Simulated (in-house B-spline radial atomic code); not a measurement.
Xe. Computed with a B-spline radial atomic code. Model: non-relativistic spherical atom: semilocal Troullier-Martins pseudo-atom, one channel per l, against all electrons, high spin, G0W0 and RPA with empty states to l = 8, local potential for every l without a channel, a model core (radius 0 = none) keeps its share of the functional.

The core holds an angular momentum without a channel of its own, so the local potential lets valence electrons into it.

Without relativity these are model numbers for so heavy an element.

What the tables leave out is listed at the end.

The pseudopotential gives back the lowest level of each angular momentum of its own functional in the configuration it was made in; a second state of the same l is only approximately right. Exact exchange, RPA and GW see the smooth pseudo-orbitals and miss the exchange with the core, for which the functional's share stands in. The column with an uncorrelated core keeps all orbitals and exact exchange, and so separates missing core correlation from pseudisation. Only the three outermost levels and the lowest empty one were computed. RPA here is direct RPA, with no exchange kernel, and its energies carry an (l + 1/2)⁻⁴ tail. A hybrid on a potential with a model core restores only its own semilocal share of the core's exchange.

Command:
```bash
python run_psgw.py task.json out
```
Settings (lengths in bohr, energies in hartree):
```
Z                      54
electrons              54
configuration          [Kr] 4d10 5s2 5p6
generated_in           [Kr] 4d10 5s2 5p6
functional             pbe,pbe
core_shells            9
radius_factor          1.15
core_correction        False
```

Run time, properties included: 20 s on 1 thread of Intel(R) Xeon(R) Platinum 8488C (Sapphire Rapids), on a shared host.

Given: made with PBE; model core radius 0 bohr; local radius 1.999 bohr; mean-field start PBE.

Valence shells of the generating configuration: 5s, 5p.

Channel: s 1.961, p 2.216 (radii in bohr).

Computed: largest level miss in the spin-unpolarised generating configuration 0.001 eV; valence RPA correlation energy all-electron orbitals -0.34409 hartree; valence RPA correlation energy pseudo -0.46293 hartree; all-electron RPA polarisability, core included 25.233 bohr³.

```csv
level,occupied,mean-field all-electron (eV),mean-field pseudo minus all (eV),G0W0 all-electron (eV),G0W0 uncorrelated core minus all (eV),G0W0 pseudo minus all (eV),exchange self-energy all-electron (eV),exchange self-energy pseudo (eV)
5p,1,-8.2896,0,-12.38,0.286,-0.013,-18.558,-15.473
```

Task: What is the pseudo-atom RPA polarisability?

Result: 26.776 bohr³.

Given: mean-field start PBE0.

Computed: valence RPA correlation energy pseudo -0.41313 hartree; all-electron RPA polarisability, core included 22.112 bohr³; pseudo-atom RPA polarisability 23.548 bohr³.

```
level  occupied  mean-field all-electron (eV)  mean-field pseudo minus all (eV)  G0W0 all-electron (eV)  G0W0 uncorrelated core minus all (eV)  G0W0 pseudo minus all (eV)  exchange self-energy all-electron (eV)  exchange self-energy pseudo (eV)
   5p         1                       -9.5731                             0.039                 -12.614                                   0.29                      -0.016                                 -18.558                           -15.502
```

Task: What is the valence RPA correlation energy all-electron orbitals?

Result: -0.31661 hartree.

Given: mean-field start Hartree-Fock.

Computed: valence RPA correlation energy all-electron orbitals -0.25687 hartree; all-electron RPA polarisability, core included 17.423 bohr³; pseudo-atom RPA polarisability 18.288 bohr³.

| level | occupied | mean-field all-electron (eV) | mean-field pseudo minus all (eV) | G0W0 all-electron (eV) | G0W0 uncorrelated core minus all (eV) | G0W0 pseudo minus all (eV) | exchange self-energy all-electron (eV) | exchange self-energy pseudo (eV) |
| --- | --- | --- | --- | --- | --- | --- | --- | --- |
| 5p | 1 | -12.444 | 0.072 | -13.057 | 0.277 | 0.134 | -18.333 | -15.471 |
| 5s | 1 | -25.699 | 0.081 | -23.866 | 0.322 | 1.117 | -24.581 | -20.296 |

Task: What is the valence RPA correlation energy pseudo?

Result: -0.31804 hartree.

Among the listed levels the largest G0W0 shift of the pseudo-atom is +1.12 eV, for 5s on the Hartree-Fock start, while leaving the core uncorrelated moves that level by +0.32 eV. So pseudisation and the lost core exchange, not the missing core correlation, make the error. Not in the tables (levels of low weight, unsolved or above zero; the highest and the empty levels are kept at any weight): on PBE the G0W0 levels 5s (pseudo minus all +3.06 eV, weights 0.02 and 0.15); on PBE0 the G0W0 levels 5s (pseudo minus all +1.76 eV, weights -0.04 and 0.25).
